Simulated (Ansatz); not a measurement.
## KP₂Ru₂: computed properties

Level of theory: Ansatz, DFT r2SCAN, scalar-relativistic, plane waves, PAW.

Plane waves to 500 eV, a k mesh through Γ of 12×12×12 on the computed 5-atom cell and Gaussian smearing (0.10 eV); no spin polarisation.

The structure is relaxed at this level of theory with its symmetry kept. Whether it is the stable form of this composition wasn't checked.

```
CELL_PARAMETERS angstrom
-2.01012 2.01012 6.24986
2.01012 -2.01012 6.24986
2.01012 2.01012 -6.24986
ATOMIC_POSITIONS crystal
K 0.00000 0.00000 0.00000
P 0.33900 0.33900 0.00000
P 0.66100 0.66100 0.00000
Ru 0.75000 0.25000 0.50000
Ru 0.25000 0.75000 0.50000
```

| Quantity | Value |
| --- | --- |
| Space group | I4/mmm (No. 139) |
| Volume per atom | 136.3 bohr³ |
| Formation energy from the elements' standard states (uncorrected) | -0.738 eV/atom |
| Generalised Kohn–Sham band gap | none (metal) |
| Density of states at the Fermi level | 2.15 states/eV per cell |
| Löwdin character within 0.5 eV of the Fermi level | Ru 4d 59 %, P 3p 29 %, unprojected 5 % |
| Bulk modulus | 41 GPa |
| Its pressure derivative | 3.2 |
| Bader charges (e) | K (1 in the cell) 0.80, P (2 in the cell) -0.38, Ru (2 in the cell) -0.02 |

Cost: 9 runs of about 18 core-minutes in all, on Intel Xeon 6975P-C (Granite Rapids) (shared hosts).